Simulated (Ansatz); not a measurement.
Worked example: vertical ionisation energy of C4H6O2 (methyl acrylate)

C4H6O2 has 12 atoms, charge 0, and is taken as a singlet. As SMILES, `C=CC(=O)OC`. Geometry: relaxed at PBE0-D4/def2-TZVP. This is one conformer, not always the lowest.

```xyz
12

C    -2.1884    1.1735    0.0332
C    -0.8980    1.0686    0.3174
C    -0.1323   -0.1265   -0.0959
O    -0.5731   -1.0716   -0.6964
O     1.1476   -0.0257    0.2907
C     1.9730   -1.1298   -0.0603
H    -2.6925    0.3794   -0.5066
H    -2.7656    2.0414    0.3277
H    -0.3561    1.8382    0.8546
H     1.9983   -1.2612   -1.1431
H     2.9649   -0.8933    0.3183
H     1.5991   -2.0484    0.3945
```

Both states at this one shape; open shells run unrestricted unless said. 1 Eh = 27.2114 eV.

| level | program | singlet C4H6O2 (Eh) | doublet [C4H6O2]+ (Eh) |
| --- | --- | --- | --- |
| r2SCAN0/6-31G* (spherical functions) | Ansatz | -306.250092 | -305.877343 |
| RPA@PBE/6-31G* (spherical functions), 6 core orbitals frozen | Ansatz | -305.935539 | -305.582910 |

Work out the vertical ionisation energy at each level.


1. r2SCAN0/6-31G* (spherical functions): -305.877343 − (-306.250092) = 0.372749 Eh = 10.14 eV.
2. RPA@PBE/6-31G* (spherical functions): -305.582910 − (-305.935539) = 0.352629 Eh = 9.60 eV.

No measured value is set beside it here; the levels span 9.60 to 10.14 eV.
